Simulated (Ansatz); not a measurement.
Input and output for `C=C(F)S`.

```yaml
crystal:
  periodic: [false, false, false]
  atoms:
    - {symbol: C, position_ang: [-0.525707, 0.782027, 0.610314]}
    - {symbol: C, position_ang: [0.483149, -0.253056, 0.390308]}
    - {symbol: F, position_ang: [1.067533, -1.077102, 1.237094]}
    - {symbol: S, position_ang: [0.954746, -0.905285, -1.220645]}
    - {symbol: H, position_ang: [-0.806855, 0.976833, -0.462944]}
    - {symbol: H, position_ang: [-0.960703, 0.726882, 1.348179]}
    - {symbol: H, position_ang: [0.124117, -0.224033, -2.128884]}
basis:
  gaussian: {orbitals: def2-SVP}
hamiltonian: {xc: {name: SVWN5}}
output: {forces: true}
```

```sh
$ ansatz run in.yaml --threads 2 --pin off --events-out ev --progress --plain --max-ram 4352MiB
```

Shortened log:

```
Functional definition: SVWN5
843 factors; their error is unknown
mean field evaluation 1: about -15580.2722 eV, gradient 6.1e1 eV
mean field evaluation 2: about -15546.6152 eV, gradient 1.1e2 eV
mean field evaluation 4: about -15589.2734 eV, gradient 2.2e1 eV
mean field evaluation 8: about -15590.4433 eV, gradient 1.1e-1 eV
mean field evaluation 16: about -15590.3929 eV, gradient 1.3e-3 eV
mean field -15590.39293162 eV, -572.9363726890 hartree, gradient 4.3e-5 eV, S^2 0.000000; 0 other end points of the search recorded, 0 dependent functions left out
reference -15590.39295207 eV, -572.9363734405 hartree; 20, 20 occupied and 55, 55 virtual orbitals, 843 factors
Total energy: -15590.39295207 eV, -572.9363734405 hartree
Atom 0 at    -0.525707     0.782027     0.610314 Å, force    12.685212    -3.802624   -16.703326 eV/Å
Atom 1 at     0.483149    -0.253056     0.390308 Å, force    -3.115265     2.111136    -0.876304 eV/Å
Atom 2 at     1.067533    -1.077102     1.237094 Å, force    -0.298614     0.754198     0.564598 eV/Å
Atom 3 at     0.954746    -0.905285    -1.220645 Å, force    -0.082520     0.578786    -0.142635 eV/Å
Atom 4 at    -0.806855     0.976833    -0.462944 Å, force    -0.560800     0.741147     1.307215 eV/Å
Atom 5 at    -0.960703     0.726882     1.348179 Å, force    -9.006921    -0.178737    14.905151 eV/Å
Atom 6 at     0.124117    -0.224033    -2.128884 Å, force     0.378908    -0.203907     0.945302 eV/Å
Dipole moment:    -0.210953     0.051862    -0.242708 e Å
```

Hardware: 2 threads of an Arm Neoverse V2 on a shared host. Wall time 0.55 s, peak host memory 0.37 GiB.
